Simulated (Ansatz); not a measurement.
## How far each method lies from UCCSDT(Q) for Si–CH$_{2}$, triplet

Geometry: that of the Si–CH2, singlet, kept fixed. The singlet lies 2.0 eV lower here.

```xyz
4

Si    0.0000    0.0000    0.5957
C     0.0000    0.0000   -1.1063
H     0.0000   -0.9093   -1.7078
H     0.0000    0.9093   -1.7078
```

Basis cc-pVTZ; Ansatz 0.2.0. Only valence electrons are correlated (noble-gas cores frozen), which leaves 10 electrons in 86 orbitals. Prefix R: restricted or restricted open-shell reference; prefix U: unrestricted. Active spaces: valence = (10e, 10o) chosen from the atoms' valence shells.

Full CI isn't at hand for all of this; UCCSDT(Q) serves as the reference, and is uncertain by about the last step of the cluster series. The frozen core follows each run's orbitals, which can shift R against U totals by a few meV.

* UHF ⟨S²⟩: 2.036
* T1 diagnostic (RCCSD): 0.0199
* largest doubles amplitude (RCCSD): 0.062
* T1 diagnostic (UCCSD): 0.0181

```csv
level,E − E(RHF) (eV)
UHF,-0.2146
RMP2,-6.1912
UMP2,-6.1401
RCCSD,-7.0407
UCCSD,-7.0489
RCCSD(T),-7.3033
UCCSD(T),-7.3035
```

Estimate how far UCCSDT(Q) in cc-pVTZ lies from RCCSD(T). The table doesn't fix it; the size of (T) and the diagnostics are the guide.

UCCSDT(Q) in cc-pVTZ lies 4.1 kJ/mol below RCCSD(T), which is 16 % of the (T) step (-25.3 kJ/mol). The diagnostics are small and one determinant leads, so the series closes fast and only a small part of (T) is left.

The other levels:

```csv
level,E − E(UCCSDT(Q)) (kJ/mol),share of correlation (%),wall time
BCCD(T),4.1,99.42,4.8 s (H100)
RCCSDT,1.2,99.83,–
UCCSDT,1.0,99.85,–
RCCSDT(Q),0.1,99.98,23 s (H100)
CASSCF (valence space),502.5,29.10,–
NEVPT2 (valence space),118.1,83.34,9 s (H100)
MRCISD (valence space),43.1,93.93,–
MRCISD+Q (valence space),7.0,99.01,9 s (H100)
```

The correlation energy at UCCSDT(Q), counted from RHF, is -7.346 eV. That run took 17 s on 2 threads of AMD EPYC 7R13 with a shared H100 80 GB, shared host.

Times hold each run's SCF and search for its determinant on a shared host, so for small cases they say little of a method's own cost.

Natural occupations of CASSCF (valence space) about the gap: 1.979 1.977 1.941 1.001 1.000 0.054 0.021 0.021 0.019; effectively unpaired electrons, Σ n²(2−n)², 2.03.
